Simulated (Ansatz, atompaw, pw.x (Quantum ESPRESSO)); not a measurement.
**What a changed setting does to a pw.x run (fcc Al)**

Potential: PAW, atompaw 4.2.0.5, PBEsol; core [Ne], reference 3s2 3p1; waves: 3s (bound): rc 3.00 bohr; 3s channel at 1.4 Ry: rc 2.20 bohr; 3p (bound): rc 3.00 bohr; 3p channel at 3.4 Ry: rc 3.00 bohr; 3d channel at -0.15 Ry: rc 3.00 bohr; local part: vpsmatchnc scheme with l = 3 at 0 Ry, radius 2.55 bohr; core correction: smooth core density matched at 2.30 bohr; augmentation: besselshape compensation charge, radius 2.95 bohr; PAW radius 3.00 bohr; waves and projectors: custom polynom vanderbiltortho.

The reference run (k-mesh 14³, cutoffs 40/400 Ry, Fermi–Dirac 0.01 Ry, mixing_beta 0.4, conv_thr 1e-9, no spin) gives 0.65 GPa at 16.207 Å³/atom, where all-electron LAPW gives -0.16 GPa. This run, with its own iteration cap, changes k-mesh points per axis to 2.

```
&control
  calculation='scf', prefix='x', pseudo_dir='./', outdir='./tmp', tstress=.true., disk_io='none'
/
&system
  ibrav=0, nat=1, ntyp=1, ecutwfc=40, ecutrho=400, nbnd=8,
  occupations='smearing', smearing='fd', degauss=0.01
/
&electrons
  conv_thr=1e-09, mixing_beta=0.4, electron_maxstep=60
/
ATOMIC_SPECIES
Al 1.0 Al.UPF
CELL_PARAMETERS angstrom
  0.00000000 2.00858807 2.00858807
  2.00858807 0.00000000 2.00858807
  2.00858807 2.00858807 0.00000000
ATOMIC_POSITIONS crystal
Al 0.0000 0.0000 0.0000
K_POINTS automatic
2 2 2 0 0 0
```

```bash
pw.x < Al.scf.in > Al.scf.out
```

Problem. How does the run end?

Solution. It converges in 7 iterations; the free energy moves by -672.2 meV/atom and the pressure by -4.83 GPa.

```
Message from routine setup:
     using ibrav=0 with symmetry is DISCOURAGED, use correct ibrav instead
     lattice parameter (alat)  =       5.3679  a.u.
     unit-cell volume          =     109.3703 (a.u.)^3
     number of electrons       =         3.00
     number of Kohn-Sham states=            8
     kinetic-energy cutoff     =      40.0000  Ry
     charge density cutoff     =     400.0000  Ry
     scf convergence threshold =      1.0E-09
     Exchange-correlation= SLA PW PSX PSC
     number of k points=     3  Fermi-Dirac smearing, width (Ry)=  0.0100
     iteration #  1     ecut=    40.00 Ry     beta= 0.40
     total energy              =     -38.56477044 Ry
     estimated scf accuracy    <       0.01058045 Ry
     iteration #  2     ecut=    40.00 Ry     beta= 0.40
     total energy              =     -38.56313866 Ry
     estimated scf accuracy    <       0.00367931 Ry
     iteration #  3     ecut=    40.00 Ry     beta= 0.40
     total energy              =     -38.56317462 Ry
     estimated scf accuracy    <       0.00000101 Ry
     iteration #  4     ecut=    40.00 Ry     beta= 0.40
     total energy              =     -38.56317509 Ry
     estimated scf accuracy    <       0.00000036 Ry
     iteration #  5     ecut=    40.00 Ry     beta= 0.40
     total energy              =     -38.56317508 Ry
     estimated scf accuracy    <       0.00000004 Ry
     iteration #  6     ecut=    40.00 Ry     beta= 0.40
     total energy              =     -38.56317508 Ry
     estimated scf accuracy    <          1.8E-09 Ry
     iteration #  7     ecut=    40.00 Ry     beta= 0.40
     the Fermi energy is     5.7191 ev
!    total energy              =     -38.56317509 Ry
     estimated scf accuracy    <          2.7E-11 Ry
     smearing contrib. (-TS)   =      -0.00062558 Ry
     convergence has been achieved in   7 iterations
          total   stress  (Ry/bohr**3)                   (kbar)     P=      -41.80
     Message from routine punch:
     Nothing written, as per user request (disk_io='none')
```

The run took about 5.3 s on one core of a shared server CPU.
